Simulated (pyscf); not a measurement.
PySCF, gas phase, ωB97X-D3(BJ)/def2-SVP geometries.

**Question.** Estimate by transition-state theory the rate constant of HO–B(OH)–OH + SiH₄ -> HO–B(OH)–O–SiH₃ + H₂ (singlet surface; H–O, H–Si broken, O–Si, H–H formed) at 1200 K, with ωB97M-D3(BJ)/def2-TZVP energies (ideal gas, 1 atm, RRHO with modes under 100 cm⁻¹ raised to 100, one conformer, R ln 2 for chiral ones without a mode under 150 cm⁻¹; no tunnelling).

**Answer.** The electronic barrier is 44.7 kcal/mol and the thermal terms add +31.7, so ΔG‡ = 76.4 kcal/mol. With k_BT/h = 2.50e+13 s⁻¹ and RT = 2.385 kcal/mol, and a volume of 1.64e-19 cm³ per molecule at 1 atm, k = 5.0e-20 cm³ molecule⁻¹ s⁻¹. Wigner's tunnelling factor for 1328i cm⁻¹ would be 1.11. A shift of 1 kcal/mol in the barrier changes k by a factor 1.5. One saddle was located; it need not be the lowest between these sides.
